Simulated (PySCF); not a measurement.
Predicted microwave data (PBE0-D3(BJ)/def2-SVP geometry optimisation, gas phase in PySCF) for one isomer of C4H4F2:

- Rotational constants: A = 9834, B = 1953, C = 1629 MHz
- Dipole components: |μa| = 0.73 D, |μb| = 0.33 D, |μc| = 0.00 D
- Inertial defect: 0.00 u·Å²
- κ: -0.92

Question: Which structure is it? (One computed conformer of each.)
A. `[CH2:1]=[CH:2][CH:3]=[C:4]([F:5])[F:6]` with C1–C2–C3–C4 180°
B. `[F:1][CH:2]([F:3])[CH:4]1[CH:5]=[CH:6]1` with F1–C2–C4–C5 -151°
C. `C1(F)CCC=1F`
D. `F[C@@H]1C=C[C@H]1F`
E. `CC1=CC1(F)F`

Answer: A. It is C=CC=C(F)F, a near-prolate asymmetric top, point group Cs. The candidates at the same level (rigid rotor, commonest isotopes):

```
            SMILES  A (MHz)  B (MHz)  C (MHz)  μa (D)  μb (D)  μc (D)  Δ (u·Å²)  point group                        rotor
        C=CC=C(F)F     9834     1953     1629    0.73    0.33    0.00      0.00           Cs  near-prolate asymmetric top
       FC(F)C1C=C1     7352     2699     2115    2.68    0.00    0.71    -16.98           Cs               asymmetric top
       FC1=C(F)CC1     4873     3811     2199    0.00    2.05    0.00     -6.52          C2v               asymmetric top
       CC1=CC1(F)F     6052     2709     2591    2.98    0.00    0.81    -74.99           Cs  near-prolate asymmetric top
F[C@@H]1C=C[C@H]1F     5677     3414     2356    0.00    1.80    0.00    -22.53           C2               asymmetric top
```

`FC(F)C1C=C1` has B 38 % too high; `FC1=C(F)CC1` has B 95 % too high; `F[C@@H]1C=C[C@H]1F` has B 75 % too high; `CC1=CC1(F)F` has C 59 % too high. In the right answer the mirror of this Cs structure is the ab plane, so μc vanishes by symmetry. No structure here is proved a minimum.
